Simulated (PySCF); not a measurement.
## One molecule, many functionals

Compound: 1,3-difluoropropane, C₃H₆F₂.
SMILES: `FCCCF`

Linear-response calculations in the def2-SVPD basis (PySCF; singlets by full response, triplets Tamm–Dancoff, core orbitals frozen in the response; HF means time-dependent Hartree–Fock). 'Strongest' is the level of largest summed f among the singlets computed (10 roots, of which the last may lack a degenerate partner); it can jump between rows when another state enters that window. S1 is the lowest singlet of each run and needn't be the same state throughout; f(S1) is that of one state. Isolated species at its PBE0-D3(BJ)/def2-SVP geometry (one conformer only).

```csv
functional,kind,S1 (eV),f(S1),strongest (eV),T1 (eV),HOMO (eV),gap (eV),"ionisation energy, ΔSCF (eV)"
LDA,LDA,7.76,0.000,8.64,7.64,-7.82,7.72,11.05
PBE,GGA,7.75,0.000,8.55,7.60,-7.74,7.71,10.96
B3LYP,"global hybrid, 20% exact exchange",8.59,0.000,9.90,8.40,-9.21,9.59,11.64
PBE0,"global hybrid, 25% exact exchange",8.84,0.000,10.19,8.60,-9.41,10.11,11.65
CAM-B3LYP,range-separated hybrid,9.04,0.001,10.41,8.78,-10.92,12.24,11.99
wB97X-D,range-separated hybrid,9.32,0.002,10.61,9.12,-11.37,13.73,11.86
LC-wPBE,range-separated hybrid,9.54,0.003,10.97,9.15,-12.22,14.63,12.19
HF,Hartree–Fock,10.81,0.016,11.74,10.06,-13.47,16.15,not settled
```

Q: What does BHandHLYP (global hybrid, 50% exact exchange) give?

A: S1 (eV) 9.59, f(S1) 0.002, strongest (eV) 10.93, T1 (eV) 9.27, HOMO (eV) -11.04, gap (eV) 12.21, ionisation energy, ΔSCF (eV) 12.25. S1 runs from 7.75 eV (PBE) to 10.81 eV (HF), a spread of 3.06 eV, while the orbital gap spreads over 8.4 eV. Along PBE (0%), B3LYP (20%), PBE0 (25%), BHandHLYP (50%), HF (100%) S1 rises with the share of exact exchange. −ε(HOMO) comes closest to its own ΔSCF ionisation energy with LC-wPBE (+0.03 eV) and misses most with LDA (-3.23 eV). 'Not settled' means that the ion's SCF failed to converge or may have ended in another state than the lowest.
